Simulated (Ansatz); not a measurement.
Reactions of `C1=CCOC1`.

Program: Ansatz. Geometries: PBE0-D4/def2-TZVP. ΔE: electronic, gas phase. CCSD(T)/CBS is the MP2 limit (def2-TZVPP, def2-QZVPP) plus CCSD(T) − MP2 in def2-TZVPP, frozen cores. This one scheme is used for every species, atoms too. DFT in def2-TZVPP. No spin–orbit coupling; open shells (•) take unrestricted orbitals. Spin–orbit coupling would lower the free atoms: a little for C, O. One conformer a species, not always the lowest.

```csv
reaction,CCSD(T)/CBS(def2) (kJ/mol)
`C1=CCOC1` → `CC1(O)C=C1`,136
`C1=CCOC1` → `C#CCOC`,141
`C1=CCOC1` → `C=COC=C`,?
`C1=CCOC1` → 4 C• + 6 H• + O•,4665
```

Question: Fill in the missing values. (An estimate is asked.)

Answer: The calculation gave: `C1=CCOC1` → `C=COC=C`: +56.9 kJ/mol.

Largest T1 diagnostic: 0.013, for `C=COC=C`.
